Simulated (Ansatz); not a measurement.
Input file:

```yaml
crystal:
  periodic: [false, false, false]
  atoms:
    - {symbol: Si, position_ang: [0.000000, 0.000000, 2.088600]}
    - {symbol: Al, position_ang: [0.000000, 0.000000, -0.244867]}
    - {symbol: H, position_ang: [0.000000, 0.000000, -1.843733]}
basis:
  gaussian: {orbitals: "6-31++G**"}
magnetization: {spin_polarized: false, initial_magnetization: 2}
correlation: {method: bccd_t, electrons: valence}
scf: {lower_state_search: off}
```

```sh
$ ansatz run in.yaml --threads 1 --pin off --events-out ev --progress --plain --max-ram 2393MiB
```

Log:

```
these checks for a lower state are left out or cut short: stability, starts, cluster_reference, orbital_swaps, neighbouring_geometries, increment
427 factors; integrals over basis functions are off by at most 1.4e-3 eV
mean field evaluation 1: about -14457.2595 eV, gradient 7.3e0 eV
mean field evaluation 2: about -14457.2789 eV, gradient 7.3e0 eV
mean field evaluation 4: about -14457.7684 eV, gradient 6.0e-1 eV
mean field evaluation 8: about -14457.7717 eV, gradient 1.6e-1 eV
mean field -14457.77253133 eV, -531.3133406961 hartree, gradient 1.6e-6 eV, S^2 2.000000; 0 other end points of the search recorded, 0 dependent functions left out
10 core orbitals not correlated: weight in the atoms' cores, before any rotation towards them, 1.000 or more for the frozen orbitals, at most 0.000 for the correlated occupied ones
reference -14457.77253133 eV, -531.3133406961 hartree; 5, 3 occupied and 37, 39 virtual orbitals, 427 factors
second order -3.03141738 eV of doubles, -0.04819013 eV of singles
cycle   1  -3.62129318 eV  change   -5.4e-1 eV  update   7.7e-2
cycle   2  -3.81907043 eV  change   -2.0e-1 eV  update   2.9e-2
cycle   3  -3.84142332 eV  change   -2.2e-2 eV  update   1.3e-2
cycle   4  -3.83637849 eV  change    5.0e-3 eV  update   5.5e-3
cycle   5  -3.83557687 eV  change    8.0e-4 eV  update   2.3e-3
cycle   6  -3.83489323 eV  change    6.8e-4 eV  update   1.0e-3
cycle   7  -3.83495775 eV  change   -6.5e-5 eV  update   4.6e-4
cycle   8  -3.83506349 eV  change   -1.1e-4 eV  update   1.6e-4
cycle   9  -3.83500122 eV  change    6.2e-5 eV  update   6.0e-5
cycle  10  -3.83498518 eV  change    1.6e-5 eV  update   2.8e-5
cycle  11  -3.83498459 eV  change    5.9e-7 eV  update   1.5e-5
cycle  12  -3.83498539 eV  change   -8.0e-7 eV  update   6.4e-6
perturbative correction -0.17223382 eV, -0.0063294762 hartree
Total energy: -14461.77975054 eV, -531.4606032860 hartree
Checks for a lower state left out: stability, starts, cluster_reference, orbital_swaps, neighbouring_geometries, increment
```

Ran on 1 thread of Arm Neoverse V1, shared host: 1.3 s wall, 0.13 GiB peak host memory.
